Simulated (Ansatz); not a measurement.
Total energies of C$_{2}$H$_{6}$OS, SMILES `COCS`.

Cartesian coordinates in Å:
```
C -1.232 -0.587 0.581
O 0.160 -0.590 0.394
C 0.553 0.340 -0.572
S 2.326 0.305 -0.827
H -1.457 -1.325 1.351
H -1.763 -0.861 -0.342
H -1.594 0.396 0.911
H 0.234 1.352 -0.292
H 0.114 0.106 -1.552
H 2.658 0.864 0.347
```

Total charge 0; spin multiplicity 1. The structure was optimised at the PBE0-D4/def2-TZVP level. It is a higher conformer; a search finds a lower one. Basis def2-TZVPP, Ansatz 0.2.0.

RPA on PBE orbitals: Hartree–Fock energy of these orbitals -551.62616 Eh, correlation -1.26423 Eh (frozen core).

| functional | energy without D4 (Eh) | D4 term (kJ/mol) |
| --- | --- | --- |
| LDA (SPW92) | -550.62422 | – |
| PBE | -552.92753 | -15.8 |
| revPBE | -553.16892 | -55.6 |
| BLYP | -553.22902 | -35.7 |
| r2SCAN | -553.17410 | -4.0 |
| B97M-V | -553.16514 | – |
| PBE0 | -552.97278 | -13.2 |
| B3LYP | -553.31454 | -25.3 |
| r2SCANh | -553.16459 | -4.2 |
| r2SCAN0 | -553.15133 | -4.6 |
| HSE06 (plane-wave form) | -552.95706 | -12.2 |
| BHLYP | -553.19789 | -17.6 |
| CAM-B3LYP | -553.23132 | -13.2 |
| LC-ωPBE | -553.08608 | – |
| ωB97X-V | -553.18209 | – |
| ωB97M-V | -553.19637 | – |
| B2PLYP | -553.03681 | – |
| PBE-QIDH | -552.86558 | – |

B3LYP takes the VWN-RPA correlation (the form of Gaussian; ORCA's B3LYP/G). HSE06 is the plane-wave form, built on full-range PBE exchange. The double hybrids freeze the cores in their second-order part.

LC-ωPBE has ω = 0.4 bohr⁻¹.
